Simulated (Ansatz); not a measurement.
`C/C=C(\F)SC` and `C/C=C(\F)OC` differ in one element.

Ansatz, PBE0-D4/def2-TZVP geometries, multiplicity 1. Each molecule was computed in one conformer, which needn't be the lowest.

```tsv
property	`C/C=C(\F)SC`
size of the dipole moment (B3LYP/def2-TZVPP) / D	1.22
HOMO energy (B3LYP/def2-TZVPP) / eV	-6.29
LUMO energy (ωB97M-V/def2-TZVPP) / eV	2.05
size of the dipole moment (PBE/def2-TZVPP) / D	1.18
HOMO–LUMO gap (B3LYP/def2-TZVPP) / eV	6.07
HOMO energy (ωB97M-V/def2-TZVPP) / eV	-8.66
```

Task: What does the change do to each property? (Estimate.)

Result: Computed: 
```csv
property,`C/C=C(\F)OC`,shift
size of the dipole moment (B3LYP/def2-TZVPP) / D,1.22,0.00
HOMO energy (B3LYP/def2-TZVPP) / eV,-6.42,-0.13
LUMO energy (ωB97M-V/def2-TZVPP) / eV,2.84,0.79
size of the dipole moment (PBE/def2-TZVPP) / D,1.16,-0.02
HOMO–LUMO gap (B3LYP/def2-TZVPP) / eV,7.16,1.09
HOMO energy (ωB97M-V/def2-TZVPP) / eV,-8.85,-0.19
```

With PBE0 the HOMO falls by 0.12 eV and the LUMO rises by 1.02 eV, so the gap widens by about 1.14 eV. PBE moves the HOMO by -0.05 eV and ωB97M-V by -0.19 eV. Dipoles are sizes alone; their direction can turn.

B3LYP here is the variant with VWN-RPA as its local correlation; programs differ in this.
